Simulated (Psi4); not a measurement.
Reaction (SMILES): C#CC → C1=CC1
B3LYP-D3(BJ)/def2-TZVP geometries, fixed; electronic energies without zero-point terms.

Effect of the grid (radial, spherical points) at B3LYP/aug-cc-pVTZ with Psi4, against the last row, where the isomerisation energy is 23.99 kcal/mol. Cost is core time over that of grid: 35, 110, rough, on shared machines of one kind.

```tsv
setting	grid points, largest species	largest shift of a total energy (mEh)	shift of the isomerisation energy (kcal/mol)	cost
grid: 35, 110	26436	0.103	0.055	1×
grid: 50, 194	66546	0.016	0.009	2×
grid: 75, 302	153102	0.001	-0.001	2×
grid: 99, 590	393266	0.000	0.000	5×
grid: 150, 974	980615	0.000	0.000	10×
```

Within 0.02 kcal/mol in the isomerisation energy: grid: 50, 194; grid: 75, 302; grid: 99, 590. The largest shift is 0.103 mEh in a total energy and 0.055 kcal/mol in the difference.
